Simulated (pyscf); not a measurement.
B–OH [singlet] + HF -> HO–BH–F, an insertion (singlet surface; F–H broken, B–H, B–F formed). Structures and frequencies: ωB97X-D3(BJ)/def2-SVP in PySCF. MP2 and CC: frozen core, UHF for open shells. ΔMP2 is the change of the MP2 total energy from the triple- to the quadruple-zeta basis. Energies in eV from the separated reactants.

Small-basis levels: PySCF, no dispersion term, spherical d functions. 

Quick BP86/6-31G* single points give ΔE‡ = -0.43 eV and ΔE = -4.78 eV. What does CCSD(T)/def2-TZVPP + ΔMP2(QZVPP) give, and how far is the quick result from it?

CCSD(T)/def2-TZVPP + ΔMP2(QZVPP) gives ΔE‡ = 0.55 eV and ΔE = -3.95 eV. BP86/6-31G* lies 0.98 eV under it in the barrier and 0.84 eV under it in the reaction energy, so on this step it does not hold to within 0.13 eV. At BP86/6-31G* this geometry lies under one side, so its ΔE‡ may be no barrier of that level. CCSD(T)/def2-TZVPP + ΔMP2(QZVPP) has limits of its own. On the reactant side the descent ends in a bound adduct, 0.41 eV under the separated species and 0.74 eV under the saddle at ωB97X-D3(BJ)/def2-TZVP. At ωB97X-D3(BJ) the barrier from the zero used here is 0.33 eV. B–OH [singlet] lies 1.93 eV over its isomer HB=O (electronic energy, ωB97M-D3(BJ)). One saddle was located; it need not be the lowest between these sides. The CCSD(T) − MP2 part came from Ansatz, without density fitting, on the same reference.
